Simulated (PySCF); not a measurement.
**AlH at PBE**

Computed with PBE; Al def2-SVP, H def2-SVP; no relativity (PySCF 2.14).

| Item | Value |
| --- | --- |
| state | ¹Σ⁺ (singlet), closed shell |
| bond length | 1.684 Å |
| harmonic wavenumber | 1593 cm⁻¹ |
| force constant | 1.45 mdyn/Å |
| rotational constant Be | 6.115 cm⁻¹ |
| anharmonicity ωexe | 26.1 cm⁻¹ |
| vibration–rotation constant αe | 0.178 cm⁻¹ |
| well depth De to Al + H | 3.00 eV |
| dissociation energy D0 | 2.90 eV |
| HOMO–LUMO gap | 2.33 eV |
| bond order (Mayer) | 0.89 |
| dipole moment (positive dipole means Al(−)H(+)) | 0.01 D |
